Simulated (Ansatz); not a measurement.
A nudged elastic band was laid between two geometries of H + H4Si (6 atoms, charge 0, multiplicity 2).

Method: Ansatz, UKS BHLYP-D4/def2-SVP.

* movable images: 7
* climbing image: yes
* spring: 5.0 eV/Å²
* optimiser: quadratic models (default)
* start path: through a guess of the saddle point
* force threshold: 0.03 eV/Å
* iteration limit: 60
* end points: relaxed

Initial state:

```xyz
6
Properties=species:S:1:pos:R:3
Si 0.000 0.000 -0.192
H 0.000 0.000 1.289
H 1.395 0.000 -0.688
H -0.697 1.208 -0.689
H -0.697 -1.208 -0.689
H 0.000 0.000 3.890
```

Final state:

```xyz
6
Properties=species:S:1:pos:R:3
Si 0.001 0.000 -0.569
H 0.000 0.000 2.897
H 1.412 0.000 -1.020
H -0.705 1.222 -1.019
H -0.705 -1.222 -1.019
H 0.000 0.000 3.651
```

**Question.** Which bonds break or form, and what moves?

**Answer.** Bonds broken: Si1–H2. Bonds formed: H2–H6. H + H4Si becomes H2 + H3Si.

**Question.** What energy profile does the band end with?

**Answer.** It converged. The highest image is number 3 of 0 to 8, 3.0 kcal/mol above the first end and 14.3 kcal/mol above the last; the last end lies 11.3 kcal/mol below the first. A vibrational analysis at the climbing image gives one clearly imaginary mode, 1007i cm⁻¹: a first-order saddle point.

```json
{"image": "0", "path coordinate (Å)": "0.00", "energy (kcal/mol)": "0.0", "Si1–H2 (Å)": "1.48", "H2–H6 (Å)": "2.60"}
{"image": "1", "path coordinate (Å)": "0.41", "energy (kcal/mol)": "0.2", "Si1–H2 (Å)": "1.48", "H2–H6 (Å)": "2.15"}
{"image": "2", "path coordinate (Å)": "0.83", "energy (kcal/mol)": "1.2", "Si1–H2 (Å)": "1.49", "H2–H6 (Å)": "1.69"}
{"image": "3", "path coordinate (Å)": "1.24", "energy (kcal/mol)": "3.0", "Si1–H2 (Å)": "1.59", "H2–H6 (Å)": "1.17"}
{"image": "4", "path coordinate (Å)": "1.65", "energy (kcal/mol)": "-4.8", "Si1–H2 (Å)": "2.08", "H2–H6 (Å)": "0.80"}
{"image": "5", "path coordinate (Å)": "2.05", "energy (kcal/mol)": "-8.6", "Si1–H2 (Å)": "2.44", "H2–H6 (Å)": "0.76"}
{"image": "6", "path coordinate (Å)": "2.45", "energy (kcal/mol)": "-10.4", "Si1–H2 (Å)": "2.78", "H2–H6 (Å)": "0.76"}
{"image": "7", "path coordinate (Å)": "2.85", "energy (kcal/mol)": "-11.1", "Si1–H2 (Å)": "3.12", "H2–H6 (Å)": "0.75"}
{"image": "8", "path coordinate (Å)": "3.26", "energy (kcal/mol)": "-11.3", "Si1–H2 (Å)": "3.47", "H2–H6 (Å)": "0.75"}
```

**Question.** What is the geometry of the highest image?

**Answer.** 
```xyz
6
Properties=species:S:1:pos:R:3:forces:R:3
Si 0.000 0.000 0.000 0.00 0.00 0.00
H -0.001 0.000 1.588 0.00 0.00 -0.02
H 1.402 0.000 -0.476 0.00 0.00 0.00
H -0.701 1.214 -0.477 0.00 0.00 0.00
H -0.701 -1.214 -0.477 0.00 0.00 0.00
H 0.001 0.000 2.763 0.00 0.00 0.00
```

**Question.** What are the harmonic wavenumbers there?

**Answer.** 1007i, 302, 302, 912, 972, 972, 1012, 1012, 1217, 2293, 2305, 2305 cm⁻¹.

The band took 6 iterations and of the order of 40 core-seconds.

The run took 38 s on 1 thread of Intel(R) Xeon(R) Platinum 8488C (Sapphire Rapids), with other jobs on the host, peak memory 0.13 GiB.
